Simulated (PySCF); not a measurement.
Zinc-blende AlP: correlation energy from several methods in one and the same small orbital space (PySCF; 2 atoms at the zone centre, 8 electrons in 26 orbitals, empty ones MP2 natural orbitals of a DZ basis, lattice constant set to 5.463 Å). It tests the methods against each other and lies far from the crystal's limit.

| method | E_corr (eV per atom) | share of full CI (%) | error (meV) |
|---|---|---|---|
| MP2 | -1.3061 | 68.1 | 611 |
| CCSD | -1.8575 | 96.9 | 59 |
| CCSD(T) | -1.8928 | 98.7 | 24 |
| CCSDT | -1.9077 | 99.5 | 9 |
| CCSDT(Q) | -1.9132 | 99.8 | 4 |
| full CI | -1.9168 | 100.0 | 0 |

The Hartree–Fock determinant has a weight of 0.87 in the full CI state.

MP2, (T) and (Q) use filled levels shifted down by the Madelung term, which in so small a cell is a large part of the gap, so these rows hang on it.
